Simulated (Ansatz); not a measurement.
**CH₂O (triplet): from Hartree-Fock to the top rungs, cc-pVDZ**

An exercise on one series of results from a longer session: the logs are not shown, and one member is left open.

Computed with Ansatz 0.2.0, Gaussian basis. Level: cc-pVDZ, core rule «outside noble gas», up to 2 orbitals frozen.

Plan: UHF; CCSD(T) on ROHF; CCSD(T) on UHF; BCCD(T) on ROHF; CISD; CCSDT(Q) on ROHF; CCSDT(Q) on UHF; CASSCF and MRCISD+Q, 12 electrons in 10 orbitals; CASSCF and NEVPT2, 12 electrons in 10 orbitals.

6 further runs of the same task are left out: 6 set aside as unsound or not needed.

## What is computed

The geometry is a PBE0/def2-TZVP stationary point (not a proven minimum) of the parent state, kept for this charge and spin.

4 atoms, charge 0, spin multiplicity 3.

Atoms are counted from 1 here; the program's logs count them from 0.

Bond lengths: O1–C2 1.195 Å, C2–H3 1.109 Å, C2–H4 1.109 Å. Angles: O1–C2–H3 122.0°, O1–C2–H4 122.0°, H3–C2–H4 115.9°.

The first run:

Contents of in.yaml:

```yaml
crystal:
  periodic: [false, false, false]
  atoms:
    - {symbol: O, position_ang: [0.000000, 0.000000, 0.597913]}
    - {symbol: C, position_ang: [0.000000, 0.000000, -0.597504]}
    - {symbol: H, position_ang: [0.000000, -0.940035, -1.185490]}
    - {symbol: H, position_ang: [0.000000, 0.940035, -1.185490]}
basis:
  gaussian: {orbitals: cc-pVDZ}
magnetization: {spin_polarized: true, initial_magnetization: 2}
hamiltonian: {xc: hf}
output: {orbitals: {seedname: orbitals}}
```

The run is started by

```console
$ ansatz run in.yaml --threads 1 --pin off --events-out ev --progress --plain --max-ram 4096MiB --backend cpu
```

Steps of the session up to this table: UHF; CCSD(T) on ROHF; CCSD(T) on UHF; BCCD(T) on ROHF; CISD; CCSDT(Q) on ROHF; CCSDT(Q) on UHF; CASSCF and MRCISD+Q, 12 electrons in 10 orbitals; CASSCF and NEVPT2, 12 electrons in 10 orbitals.

One of the session's tables, all rows but one given; the rest of the session is left out.

```
          method  from UCCSDT(Q) (meV)
            ROHF               +8496.6
             UHF               +8249.3
            RMP2               +1017.8
            UMP2               +1044.5
            CISD                +785.8
           RCCSD                +227.4
           UCCSD                +220.4
        RCCSD(T)                 +35.7
        UCCSD(T)                 +35.0
         BCCD(T)                 +33.8
          RCCSDT                 +16.1
          UCCSDT                 +14.8
       RCCSDT(Q)                  +1.5
       UCCSDT(Q)                     0
  CASSCF valence                     ?
  NEVPT2 valence               +1084.6
  MRCISD valence                +411.3
MRCISD+Q valence                 +53.9
```

Estimate the missing values for CASSCF valence.

**Answer.** from UCCSDT(Q) (meV): +6288.9. In the column «from UCCSDT(Q) (meV)» it lies between NEVPT2 valence (+1084.6) and UHF (+8249.3).

Caveats from the session: Restricted and unrestricted rows rest on different reference determinants; where their highest levels disagree by more than a few hundredths of an eV, they describe different states and don't form one ladder.
